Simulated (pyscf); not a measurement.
Structures and frequencies: ωB97X-D3(BJ)/def2-SVP in PySCF. MP2 and CC: frozen core, UHF for open shells. ΔMP2 is the change of the MP2 total energy from the triple- to the quadruple-zeta basis.

Problem. What is the homolytic dissociation enthalpy (298 K, CCSD(T)/def2-TZVPP + ΔMP2(QZVPP)) of the S–Si bond of `[SiH3][SiH2][SH]`, to •H₂Si–SiH₃ + SH•?

Solution. S–Si to •H₂Si–SiH₃ + SH•: 84.4 kcal/mol. H₃Si–SiH₂–SH lies 15.0 kcal/mol over its isomer H₃Si–S–SiH₃ (electronic energy, ωB97M-D3(BJ)/def2-TZVP). Other isomers of •H₂Si–SiH₃ were not searched in full and may lie lower. The CCSD(T) − MP2 part came from Ansatz, without density fitting, on the same reference. Left out: the spin-orbit lowering of SH.
